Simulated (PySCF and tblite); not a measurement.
Results of a calculation; reference values are marked as such.
C4H3NO, numbered as in [CH2:1]=[CH:2][C:3](=[O:4])[C:5]#[N:6].

Conformers came from 60 starts (ETKDG, MMFF94s, GFN2-xTB); geometries are PBE0-D3(BJ)/def2-SVP. Weights use TPSS-D3(BJ)/def2-TZVP (IEF-PCM, chloroform) energies plus GFN2-xTB zero-point and thermal terms (modes under about 100 cm⁻¹ blended into free rotors). Symmetry numbers and mirror images are counted. Conformers within 3 kcal/mol (GFN2-xTB free energy) were kept, 3 at most. Programs: PySCF with density fitting and tblite.

Rotational constants are equilibrium values for the commonest isotopes; dipoles come from the energy level named and are polarised by its solvent model.

Torsions listed: C1–C2–C3–O4.

| conformer | shape | symmetry | weight % |
| --- | --- | --- | --- |
| 1 | 180° | Cs | 95.6 |
| 2 | 0° | Cs | 4.4 |

Sets of constants, in random order:

| set | A (MHz) | B (MHz) | C (MHz) | abs μa (D) | abs μb (D) | abs μc (D) |
| --- | --- | --- | --- | --- | --- | --- |
| P | 4999 | 3664 | 2114 | 4.68 | 1.65 | 0.00 |
| Q | 9114 | 2452 | 1932 | 4.59 | 2.13 | 0.00 |

Question: Match each set to its conformer.

Answer: P is conformer 1, Q is conformer 2.
